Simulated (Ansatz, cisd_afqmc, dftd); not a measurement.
Reaction: H2S (SMILES S) → H2S+ (parent SMILES S, doublet) + e-
Each species at its own B3LYP-D3(BJ)/def2-TZVP minimum (Ansatz, a program for electronic structure).

Quantity: adiabatic ionisation energy (electronic), in eV. UHF or UKS for unpaired electrons; spin-orbit terms are left out. Correlated methods leave the cores frozen. Rows without X2C or -DK are non-relativistic. AFQMC is phaseless with a CISD trial state; ± is one standard error, without the phaseless bias. Outlying blocks are dropped, and bars are widened where a walk drifts. Over all cases where full CI ran beside it in this data, AFQMC minus full CI had a median of +0.1 mEh and passed +0.4 mEh in a tenth of the cases. CBS(X,Y): correlation extrapolated as X^-3, Hartree-Fock from the larger set (Q,5: extrapolated as (X+1)exp(-9√X)). A bracket is a step between two methods taken in the basis named. Functionals run without relativity, which enters their misses. Double hybrids freeze cores in their MP2 part. 'core' is core correlation in cc-pwCVTZ (1s frozen past Ne), 'X2C' scalar relativity in cc-pVTZ-DK, both at CCSD(T).

```csv
level,program,adiabatic ionisation energy (eV),difference against the last row
CAM-B3LYP-D4/def2-TZVPD,Ansatz + dftd4,10.42,-0.07
CAM-B3LYP/def2-TZVPD,Ansatz,10.42,-0.07
B2PLYP-D4/def2-TZVPD,Ansatz + dftd4,10.33,-0.16
CCSD(T)/cc-pV(T+d)Z,Ansatz,10.30,-0.19
CCSDT(Q)/cc-pV(T+d)Z,Ansatz,10.30,-0.19
CCSDT(Q)/cc-pV(Q+d)Z,Ansatz,10.42,-0.07
AFQMC/CISD/cc-pV(D+d)Z,cisd_afqmc,9.94 ± 0.01,-0.55
AFQMC/CISD/cc-pV(T+d)Z,cisd_afqmc,10.28 ± 0.01,-0.21
"CCSD(T)/CBS(cc-pV(Q+d)Z,cc-pV(5+d)Z) + [CCSDT(Q) - CCSD(T)]/cc-pV(Q+d)Z + [CCSDTQ - CCSDT(Q)]/cc-pV(D+d)Z + core + X2C",Ansatz,10.49,0.00
```
